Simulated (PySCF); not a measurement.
Deuteron quadrupole couplings in `C=CC[P@H+](C)P`

C₄H₁₁P₂ (charge +1).
Geometry (PBE0-D3(BJ)/def2-SVP, Å), atoms numbered from 1 in this order:
```
atom  x, y, z in Å
C1    -2.6830   -0.0273    0.2986
C2    -1.6817    0.8230    0.0643
C3    -0.3960    0.8301    0.8352
P4     0.9642    0.1397   -0.1651
C5     0.6107   -1.5702   -0.6012
P6     2.8494    0.2400    0.9610
H7    -2.6341   -0.7815    1.0913
H8    -3.6068    0.0207   -0.2829
H9    -1.7809    1.5788   -0.7234
H10   -0.0942    1.8476    1.1368
H11   -0.4496    0.2135    1.7483
H12    1.0149    0.8851   -1.3666
H13    1.3611   -1.9432   -1.3133
H14   -0.3896   -1.6186   -1.0577
H15    0.6298   -2.1852    0.3108
H16    2.9207    1.6574    0.8043
H17    3.6203   -0.0389   -0.2082
```

Level: PBE0/pcSseg-1 (PySCF, non-relativistic); Q(2H) = 0.00286 b; rigid geometry, the same for H and D, with no vibrational averaging.

Question: Rank these positions by the coupling χzz of a deuteron there, largest first.
A. H8 (vinylic hydrogen)
B. H10 (methylene hydrogen)
C. H16 (P–H hydrogen)
D. H13 (methyl hydrogen)
E. H9 (vinylic hydrogen)

Answer: A (201 kHz), E (197 kHz), D (192 kHz), B (187 kHz), C (107 kHz).

Tabulate Vzz, the asymmetry η and χzz = 234.96 MHz × Q × Vzz for every hydrogen position.

| atom | bonded to | bond length (Å) | Vzz (au) | η | χzz (kHz) |
| --- | --- | --- | --- | --- | --- |
| H7 | C1 | 1.095 | 0.2969 | 0.05 | 199 |
| H8 | C1 | 1.093 | 0.2996 | 0.04 | 201 |
| H9 | C2 | 1.096 | 0.2929 | 0.09 | 197 |
| H10 | C3 | 1.103 | 0.2779 | 0.04 | 187 |
| H11 | C3 | 1.103 | 0.2770 | 0.04 | 186 |
| H12 | P4 | 1.415 | 0.1639 | 0.03 | 110 |
| H13 | C5 | 1.100 | 0.2864 | 0.04 | 192 |
| H14 | C5 | 1.101 | 0.2822 | 0.04 | 190 |
| H15 | C5 | 1.100 | 0.2843 | 0.04 | 191 |
| H16 | P6 | 1.428 | 0.1598 | 0.10 | 107 |
| H17 | P6 | 1.428 | 0.1598 | 0.10 | 107 |

Average by the element that carries the hydrogen.

on C: 193 kHz over 8 positions, mean bond length 1.099 Å; on P: 108 kHz over 3 positions, mean bond length 1.424 Å.

How does χzz go with the bond length over the 8 C–H bonds?

A straight-line fit has a slope of -14.7 kHz for each 0.01 Å, with a correlation coefficient of -0.99, over lengths from 1.093 to 1.103 Å. The longer bonds have the smaller couplings here.

The structure is a single PBE0-D3(BJ)/def2-SVP conformer in the gas phase; no vibrational or solvent corrections. The basis is small and wasn't made for field gradients, so the couplings can be 20 % off.
